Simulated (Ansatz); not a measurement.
Cost against result

Saddle point of CH$_{7}$BO, closed shell (BH₃O ([BH2][OH]) + CH₄ → CH₅B ([BH2][CH3]) + H₂O (still joined by a long B–O bond); bonds formed: B1–C6, O2–H5; bonds broken: H5–C6; bonds weakened to dative contacts: B1–O2), PBE0-D4/def2-TZVP structure:

```xyz
10
angstrom
B 0.1392 0.3047 -0.7497
O -1.4257 0.0971 -0.7379
H 0.6915 -0.5165 -1.4297
H 0.4091 1.4597 -0.9073
H -0.7364 -0.1333 0.2724
C 0.4733 -0.0869 0.9453
H -1.6425 -0.7232 -1.1889
H 0.4028 -1.1152 1.3120
H 0.1551 0.6127 1.7213
H 1.5336 0.1009 0.7627
```

Barriers are electronic and count from the start structure reached by relaxing down the imaginary mode.

Program: Ansatz 0.2.0. Basis: as named in each row. Cores are frozen in the correlated methods. B3LYP uses VWN-RPA correlation. Extrapolation: Hartree–Fock as exp(−7.88 √X), correlation as X^−2.97.

Times are rough, for one single point on 2 threads of a shared host (Arm Neoverse V1).

The estimate by CCSD(T) at an estimated basis limit (MP2 extrapolated from triple and quadruple zeta, plus CCSD(T) − MP2 in triple zeta) is 2.301 eV.

```json
{"method": "HF", "basis": "STO-3G", "time (s)": "under 1", "barrier (eV)": "3.546", "method less estimate": "1.246"}
{"method": "PBE-D4", "basis": "STO-3G", "time (s)": "under 1", "barrier (eV)": "2.139", "method less estimate": "-0.161"}
{"method": "SPW92", "basis": "def2-SVP", "time (s)": "under 1", "barrier (eV)": "1.339", "method less estimate": "-0.961"}
{"method": "B3LYP-D4", "basis": "6-31G", "time (s)": "under 1", "barrier (eV)": "2.446", "method less estimate": "0.145"}
{"method": "PBE-D4", "basis": "def2-SVP", "time (s)": "under 1", "barrier (eV)": "1.824", "method less estimate": "-0.477"}
{"method": "PBE0-D4", "basis": "def2-SVP", "time (s)": "under 1", "barrier (eV)": "1.985", "method less estimate": "-0.316"}
{"method": "SPW92", "basis": "def2-TZVPP", "time (s)": "1", "barrier (eV)": "1.420", "method less estimate": "-0.881"}
{"method": "PBE-D4", "basis": "def2-TZVPP", "time (s)": "2", "barrier (eV)": "1.895", "method less estimate": "-0.406"}
{"method": "CCSD(T)", "basis": "def2-SVP", "time (s)": "2", "barrier (eV)": "2.442", "method less estimate": "0.141"}
{"method": "BLYP-D4", "basis": "def2-TZVPP", "time (s)": "2", "barrier (eV)": "2.267", "method less estimate": "-0.033"}
{"method": "BHLYP-D4", "basis": "def2-TZVPP", "time (s)": "2", "barrier (eV)": "2.540", "method less estimate": "0.240"}
{"method": "PBE0-D4", "basis": "def2-TZVPP", "time (s)": "2", "barrier (eV)": "2.036", "method less estimate": "-0.264"}
{"method": "B3LYP-D4", "basis": "def2-TZVPP", "time (s)": "2", "barrier (eV)": "2.344", "method less estimate": "0.044"}
{"method": "CAM-B3LYP-D4", "basis": "def2-TZVPP", "time (s)": "3", "barrier (eV)": "2.326", "method less estimate": "0.025"}
{"method": "r2SCAN-D4", "basis": "def2-TZVPP", "time (s)": "3", "barrier (eV)": "2.058", "method less estimate": "-0.242"}
{"method": "wB97M-V", "basis": "def2-SVP", "time (s)": "4", "barrier (eV)": "2.141", "method less estimate": "-0.159"}
{"method": "r2SCAN0-D4", "basis": "def2-TZVPP", "time (s)": "4", "barrier (eV)": "2.144", "method less estimate": "-0.157"}
{"method": "PBE-QIDH", "basis": "def2-TZVPP", "time (s)": "4", "barrier (eV)": "2.154", "method less estimate": "-0.146"}
{"method": "B2PLYP", "basis": "def2-TZVPP", "time (s)": "4", "barrier (eV)": "2.363", "method less estimate": "0.063"}
{"method": "RPA on PBE", "basis": "def2-TZVPP", "time (s)": "4", "barrier (eV)": "2.343", "method less estimate": "0.043"}
{"method": "wB97X-V", "basis": "def2-TZVPP", "time (s)": "7", "barrier (eV)": "2.247", "method less estimate": "-0.053"}
{"method": "wB97M-V", "basis": "def2-TZVPP", "time (s)": "8", "barrier (eV)": "2.230", "method less estimate": "-0.071"}
{"method": "B97M-V", "basis": "def2-TZVPP", "time (s)": "8", "barrier (eV)": "2.292", "method less estimate": "-0.008"}
{"method": "MP2", "basis": "def2-QZVPP", "time (s)": "16", "barrier (eV)": "2.204", "method less estimate": "-0.096"}
{"method": "CCSD(T)", "basis": "def2-TZVPP", "time (s)": "43", "barrier (eV)": "2.310", "method less estimate": "0.009"}
```

All methods are single points on the PBE0-D4 structures.

T1 diagnostic: at most 0.013.

Labels in which every atom is bracketed show which atoms are joined, not bond orders.
